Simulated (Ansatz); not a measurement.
## Rock-salt TiC

The numbers are results of r²SCAN (PAW; Ansatz, an electronic-structure program), not measurements.

Settings: plane-wave cutoff 500 eV, 10×14×1 k mesh (along the axes of the cell as run), Fermi–Dirac smearing 0.05 eV, scalar-relativistic PAW data made under PBE.

Cell: relaxed at this level.

* **surface energy of the (110) face**: 3.90 J/m²
* **work function of the (110) face**: 3.87 eV

The slab of 16 atoms is relaxed and unreconstructed.

Computed values are for the static lattice.

It cost very roughly 17 core-minutes of CPU time.
